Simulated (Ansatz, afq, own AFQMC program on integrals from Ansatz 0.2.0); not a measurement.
Integrals from Ansatz 0.2.0, then the random walk in our own AFQMC program (afq).

```yaml
crystal:
  periodic: [false, false, false]
  atoms:
    - {symbol: C, position_ang: [0.000000, 0.000000, 0.000000]}
    - {symbol: Na, position_ang: [0.000000, 0.000000, 2.228800]}
basis:
  gaussian: {orbitals: cc-pVDZ}
magnetization: {spin_polarized: true, initial_magnetization: 3}
correlation: {method: ccsd_t, electrons: outside_noble_gas, hamiltonian_folder: ham}
```

```sh
$ ansatz run in.yaml --threads 1 --pin off --events-out ev --progress --plain --max-ram 16896MiB --backend cuda --devices 0, --max-vram 18GiB
```

Options of the walk:

```
--method phaseless --trial cisd --walkers 4000 --populations 20 --least-time 60 --time-step 0.005 --steps-per-block 50 --equilibration-blocks 28 --max-blocks 4000 --target-error 0.00014 --factor-cut 1e-05 --start spin_pure --seed 5903 --release-times 0.24,0.51,0.99,1.62,2.4 --release-step 0.03 --release-every 3 --taylor-order 6
```

Times are imaginary, in 1/Eh. The walk had a cap of 122 s. With eight or more populations the least sampling time is a fifth of least-time, and the error comes from their spread.

```
orbitals 26  electrons 4 1  factors 175 of 300
reference energy -199.58428833 Eh
CCSD correlation -0.08918650 Eh in 12 cycles, weight of the determinant in the CISD state 0.9446
energy of the start -199.673452 Eh
 block  time / (1/Eh)  mean weight  energy / Eh
     1     0.250  0.9999  -199.673405
     2     0.500  0.9997  -199.673745
     3     0.750  1.0002  -199.674204
     4     1.000  1.0000  -199.674552
     5     1.250  0.9999  -199.674862
     8     2.000  0.9999  -199.675133
    11     2.750  1.0001  -199.675403
    14     3.500  1.0000  -199.675615
    17     4.250  0.9999  -199.675695
    20     5.000  0.9999  -199.676314
    23     5.750  1.0000  -199.676022
    26     6.500  1.0001  -199.675827
    29     7.250  1.0001  -199.675752
    32     8.000  1.0001  -199.675889
    35     8.750  0.9999  -199.675879
    38     9.500  0.9999  -199.675659
    41    10.250  1.0000  -199.675727
    44    11.000  1.0001  -199.675561
    47    11.750  0.9999  -199.671139
    50    12.500  1.0000  -199.675340
    53    13.250  1.0000  -199.675769
    56    14.000  1.0002  -199.675538
    59    14.750  1.0001  -199.675346
    62    15.500  1.0000  -199.675441
    65    16.250  1.0001  -199.675136
    68    17.000  0.9999  -199.675851
    71    17.750  0.9999  -199.675597
    74    18.500  0.9998  -199.676118
    77    19.250  1.0001  -199.675461
    78    19.500  1.0000  -199.675228
error from the spread of 20 populations
released: time / (1/Eh)  energy / Eh  error  mean overlap
  0.24  -199.675631  0.000048  0.9984
  0.51  -199.675704  0.000048  0.9986
  0.99  -199.675810  0.000069  0.9989
  1.62  -199.675865  0.000059  1.0003
  2.40  -199.675842  0.000063  0.9997
energy -199.675498 +/- 0.000117 Eh
(rows thinned)
```

Problem. Estimate how long the walk took on 1 × NVIDIA H100 80GB HBM3 with 2 threads of AMD EPYC 7R13 Processor (Zen 3), with other jobs on the host (the card was shared).

Solution. 27 s of wall time.

The run passed its tests (sampling time, drift between the halves within three errors, error under three times the target), which doesn't prove that it has relaxed.

Against this walk (error 3.2 meV) on the same determinant: CCSD(T) 6.5 meV higher, CCSDT(Q) 10.2 meV lower, CCSDTQ 10.5 meV lower, full CI 10.5 meV lower. The error is statistical and leaves out the bias of the constraint. Released to 2.40 1/Eh the energy lies 9 ± 4 meV (both errors) below the phaseless value, which shows part or all of the bias of the constraint, and full CI lies 1.1 meV below the released value. Full CI is exact here, so the walk's 10 meV above it is the walk's own error: the bias of the constraint with this trial.

Cautions: constraint bias not in the error; lower spins were not checked.

CCSDT and higher add their correlation energy to the determinant of the CCSD(T) run, since their own runs factorise the integrals more tightly (a shift of under 2 meV). A walk keeps the symmetry of its determinant, which the program's search chose and which needn't be the lowest solution, so a lower state of the same spin and another symmetry isn't excluded.
